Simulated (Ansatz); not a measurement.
**bcc Nb**

Level of theory: LDA (PAW; Ansatz, a quantum-chemistry and plane-wave program).

Numerical settings: plane-wave cutoff 520 eV, 28×28×28 k mesh, Fermi–Dirac smearing 0.06 eV (set by the program), no spin polarisation, scalar-relativistic PAW data made under PBE.

Cell: relaxed at this level.

elastic constant C11: 278 GPa
elastic constant C12: 146 GPa
elastic constant C44: 10.2 GPa
Voigt–Reuss–Hill bulk modulus: 190 GPa
polycrystal shear modulus (Hill average): 23.9 GPa

Measured, for comparison: elastic constant C11 253 GPa, elastic constant C12 133 GPa, elastic constant C44 30.8 GPa (4 K, zero-point motion not removed; as tabulated in Wang et al. (2022), arXiv:2209.12322). Computed (rounded) less measured: elastic constant C11 +10 %, elastic constant C12 +10 %, elastic constant C44 -67 %.

Note: the shear constants of this metal are likely not converged at this k mesh and smearing.

Elastic constants are with the ions relaxed.

The computed numbers hold no vibrational or temperature effects.

The result took roughly 4 core-minutes.
